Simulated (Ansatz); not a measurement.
# C3H6S: a dynamics run in two tries

The task is a short trajectory. SMILES of the start: C1CSC1.

All numbers below are computed with Ansatz 0.2.0 (RKS PBE/6-31G).

## (1) Starting point

Bond lengths: C1–C2 1.567 Å, C2–S3 1.983 Å, C1–C4 1.553 Å, S3–C4 1.996 Å, C1–H5 1.090 Å, C1–H6 1.123 Å, C2–H7 1.011 Å, C2–H8 1.070 Å, C4–H9 1.102 Å, C4–H10 1.102 Å. Angles (14 of 19 angles, heavy atoms first): C1–C2–S3 91.1°, C2–C1–C4 98.5°, C2–S3–C4 72.9°, C1–C4–S3 91.0°, C1–C2–H7 117.2°, C1–C2–H8 114.5°, S3–C2–H7 116.2°, S3–C2–H8 110.5°, C2–C1–H5 107.8°, C2–C1–H6 113.0°, C4–C1–H5 120.9°, C4–C1–H6 105.6°, C1–C4–H9 107.7°, C1–C4–H10 113.8°.

Structure file:

```xyz
10

C    -0.6109    0.2488   -0.4850
C    -0.3183   -1.2476   -0.1246
S     0.7362   -0.6983    1.4623
C     0.5644    0.9063    0.2877
H    -0.6782    0.3238   -1.5700
H    -1.5467    0.6411   -0.0036
H     0.1695   -1.8021   -0.8154
H    -1.1793   -1.8090    0.1729
H     0.1508    1.7343    0.8866
H     1.4613    1.0766   -0.3293
```

## (2) First try

File input.yaml:

```yaml
crystal:
  periodic: [false, false, false]
  atoms:
    - { symbol: C, position_ang: [-0.610882, 0.248815, -0.484978] }
    - { symbol: C, position_ang: [-0.3183, -1.247569, -0.124595] }
    - { symbol: S, position_ang: [0.736157, -0.698264, 1.462252] }
    - { symbol: C, position_ang: [0.564363, 0.906341, 0.287689] }
    - { symbol: H, position_ang: [-0.678156, 0.323847, -1.569988] }
    - { symbol: H, position_ang: [-1.546679, 0.641109, -0.003644] }
    - { symbol: H, position_ang: [0.169524, -1.802071, -0.815402] }
    - { symbol: H, position_ang: [-1.17927, -1.808974, 0.172865] }
    - { symbol: H, position_ang: [0.150754, 1.73432, 0.886622] }
    - { symbol: H, position_ang: [1.461265, 1.076566, -0.329279] }
basis:
  gaussian: { orbitals: "6-31G" }
hamiltonian:
  xc: pbe
md:
  timestep: -0.5
  n_steps: 25
  ensemble: nvt_langevin
  temperature: 300.0
  initial_velocities: maxwell_boltzmann
  seed: 611943
  friction: 0.005
```

Command:

```console
ansatz run input.yaml --threads 1 --pin off --max-ram 2048MiB --backend cpu --events-out ev --progress --plain --runs-dir out
```

What does the calculation give? Wanted: first try.

**Answer**, as computed:

| quantity | value |
| --- | --- |
| first try | refused |
| cause | the time step is negative |

What this shows: The fault in the first input was caught at the input check and cost nothing.
